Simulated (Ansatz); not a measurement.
## Antifluorite Mg₂Ge

The numbers are results of LDA+SOC (Ansatz, a first-principles code, PAW), not measurements.

Numerical settings: plane-wave cutoff 520 eV, 10×10×10 k mesh, Fermi–Dirac smearing 0.01 eV, PAW data made under PBE.

Cell: measured lattice: a = 6.3849 Å, b = 6.3849 Å, c = 6.3849 Å, α = 90.00°, β = 90.00°, γ = 90.00°.

```
Quantity                                                 Result
-------------------------------------------  ------------------
band gap                                     0.08 eV (indirect)
smallest direct gap on the k points sampled             0.83 eV
```

Measured, for comparison: band gap 0.74 eV (temperature not stated, no zero-point or thermal correction, indirect, Γ–X; as tabulated in Ryu et al. (2019), arXiv:1905.06140). Computed (rounded) less measured: band gap -0.66 eV.

Note: cell and atoms aren't relaxed at this level (pressure -2.4 GPa).

Computed values are for the static lattice.

It cost about 50 core-seconds (a rough figure) of CPU time.
